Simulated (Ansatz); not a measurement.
# CH₄B₂: one species, many methods

An exercise on one series of results from a longer session: the logs are not shown, and one member is left open.

The runs use Ansatz 0.2.0, Gaussian basis; functionals in def2-TZVPP, the program's frozen cores in correlated methods.

Levels to be run: LDA (SPW92), PBE-D4, revPBE-D4, BLYP-D4, r2SCAN-D4, B97M-V, PBE0-D4, B3LYP-D4, r2SCANh-D4, r2SCAN0-D4, HSE06-D4, BHLYP-D4, CAM-B3LYP-D4, LC-ωPBE, ωB97X-V, ωB97M-V, B2PLYP, PBE-QIDH; CCSD(T)/def2-SVP; CCSD(T)/def2-TZVPP; MP2/def2-QZVPP; extrapolation to the limit; RPA on PBE.

1 further run of the same task is left out (it didn't finish).

**The geometry**

An earlier PBE0-D4 in a triple-zeta def2 set relaxation fixed the geometry.

SMILES `B1BC1`, 7 atoms, charge 0, spin multiplicity 1.

Atoms are counted from 1 here; the program's logs count them from 0.

Bond lengths: B1–B2 1.543 Å, B1–C3 1.462 Å, B1–H4 1.180 Å, B2–C3 1.596 Å, B2–H5 1.188 Å, C3–H6 1.086 Å, C3–H7 1.146 Å. Angles: B2–B1–C3 64.1°, B2–B1–H4 159.8°, C3–B1–H4 136.1°, B1–B2–C3 55.5°, B1–B2–H5 170.0°, C3–B2–H5 134.6°, B1–C3–B2 60.4°, B1–C3–H6 139.0°, B1–C3–H7 120.7°, B2–C3–H6 160.6°, B2–C3–H7 60.3°, H6–C3–H7 100.3°.

The first run:

Contents of in.yaml:

```yaml
crystal:
  periodic: [false, false, false]
  atoms:
    - {symbol: B, position_ang: [-0.914352, -0.336970, -0.412780]}
    - {symbol: B, position_ang: [0.409269, 0.367306, -0.775811]}
    - {symbol: C, position_ang: [0.038918, -0.166918, 0.682190]}
    - {symbol: H, position_ang: [-1.989905, -0.804642, -0.538623]}
    - {symbol: H, position_ang: [1.348716, 0.920218, -1.246942]}
    - {symbol: H, position_ang: [0.119719, -0.392680, 1.741637]}
    - {symbol: H, position_ang: [1.048837, 0.345686, 0.504530]}
basis:
  gaussian: {orbitals: def2-TZVPP}
hamiltonian: {xc: lda}
output: {orbitals: {seedname: orbitals}}
```

The run is started by

```
ansatz run in.yaml --threads 2 --pin off --events-out ev --progress --plain --max-ram 4352MiB
```

Steps of the session up to this table: LDA; PBE-D4 (GGA); revPBE-D4 (GGA); BLYP-D4 (GGA); r2SCAN-D4 (meta-GGA); B97M-V (meta-GGA); B3LYP-D4 (hybrid); r2SCANh-D4 (hybrid); r2SCAN0-D4 (hybrid); HSE06-D4 (hybrid); BHLYP-D4 (hybrid); CAM-B3LYP-D4 (range-separated); LC-ωPBE (range-separated); ωB97X-V (range-separated); ωB97M-V (range-separated); B2PLYP (double hybrid); PBE-QIDH (double hybrid).

One of the session's tables, all rows but one given; the rest of the session is left out.

It belongs to the step «Orbital energies across the functionals». 

| functional | HOMO (eV) | gap (eV) |
| --- | --- | --- |
| LDA (SPW92) | -6.36 | 4.42 |
| PBE-D4 | -6.26 | 4.55 |
| revPBE-D4 | -6.21 | 4.60 |
| BLYP-D4 | -6.14 | 4.60 |
| r2SCAN-D4 | -6.49 | 5.10 |
| B97M-V | -6.57 | 5.20 |
| PBE0-D4 | -7.50 | 6.80 |
| B3LYP-D4 | -7.30 | 6.39 |
| r2SCANh-D4 | -6.95 | 5.91 |
| r2SCAN0-D4 | -7.65 | 7.13 |
| HSE06-D4 | -7.09 | 6.01 |
| BHLYP-D4 | ? | ? |
| CAM-B3LYP-D4 | -8.89 | 9.32 |
| LC-ωPBE | -10.26 | 11.82 |
| ωB97X-V | -9.89 | 11.38 |
| ωB97M-V | -9.74 | 11.05 |

Q: Estimate the row for BHLYP-D4 from the others.

Worked estimate for «HOMO (eV)». Against the share of exact exchange, BLYP-D4 (0, -6.14), B3LYP-D4 (0.2, -7.30) give a slope of -5.80 per unit share; at 0.5 the line stands at -9.04.

**Answer.** HOMO (eV): -8.66; gap (eV): 9.03. In «HOMO (eV)» the line misses by -0.38.
